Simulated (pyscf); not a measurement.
## Elimination: H₃C–CH₂–O–Bi(OH)–OH → HO–Bi(OH)–OH + H₂C=CH₂

Gas phase, singlet surface, charge 0. Bonds broken: O2–C3, C4–H9. Bonds formed: O2–H9. Optimised with ωB97X-D3(BJ)/def2-SVP in PySCF.

Transition state (Å):

```xyz
13

Bi     1.0849     1.2803     1.5659
O     -0.5282     1.3521     0.2253
C     -1.5248    -0.0725    -0.2625
C     -2.7619     0.5120     0.1337
O      1.0354    -0.7899     1.7826
O      2.4835     1.2331     0.0342
H     -1.0450    -0.8383     0.3574
H     -1.2419    -0.1047    -1.3201
H     -1.6871     1.4930     0.4511
H     -3.4341     0.8801    -0.6490
H     -3.2472     0.1196     1.0348
H      1.5224    -1.1921     1.0486
H      2.0159     1.2678    -0.8126
```

One imaginary mode, 1819i cm⁻¹; descent along it reached the two sides named.

```csv
bond,change,reactant side (Å),saddle,product side
O2–C3,breaks,1.414,1.806,3.6
C4–H9,breaks,1.100,1.489,2.6
O2–H9,forms,2.7,1.189,0.969
```

Electronic energies relative to the reactant's lowest minimum found (eV):

| level | barrier | reaction energy | reverse barrier |
|---|---|---|---|
| ωB97X-D3(BJ)/def2-TZVP | 3.06 | +0.87 | 2.19 |
| PBE/def2-TZVP | 2.51 | +0.70 | 1.81 |
| r²SCAN/def2-TZVP | 2.72 | +0.79 | 1.93 |
| B3LYP-D3(BJ)/def2-TZVP | 2.80 | +0.72 | 2.08 |
| PBE0-D3(BJ)/def2-TZVP | 2.85 | +0.89 | 1.96 |
| M06-2X/def2-TZVP | 3.00 | +0.80 | 2.20 |
| ωB97M-D3(BJ)/def2-TZVP | 2.91 | +0.72 | 2.19 |
| HF/def2-TZVP | 3.64 | +0.47 | 3.18 |

With ωB97M-D3(BJ)/def2-TZVP energies and thermal terms (ideal gas, 1 atm, RRHO with modes under 100 cm⁻¹ raised to 100, one conformer, R ln 2 for chiral ones without a mode under 150 cm⁻¹), in eV:

```json
[
 {"T (K)": "298", "ΔH‡": "2.69", "ΔG‡": "2.68", "ΔH": "+0.58", "ΔG": "+0.10"},
 {"T (K)": "600", "ΔH‡": "2.70", "ΔG‡": "2.67", "ΔH": "+0.58", "ΔG": "-0.39"},
 {"T (K)": "900", "ΔH‡": "2.71", "ΔG‡": "2.65", "ΔH": "+0.56", "ΔG": "-0.87"},
 {"T (K)": "1200", "ΔH‡": "2.71", "ΔG‡": "2.63", "ΔH": "+0.52", "ΔG": "-1.34"}
]
```

This is the saddle that the search found; another between the same sides may lie lower. Elements past Kr carry the def2 core potentials, without spin-orbit coupling.
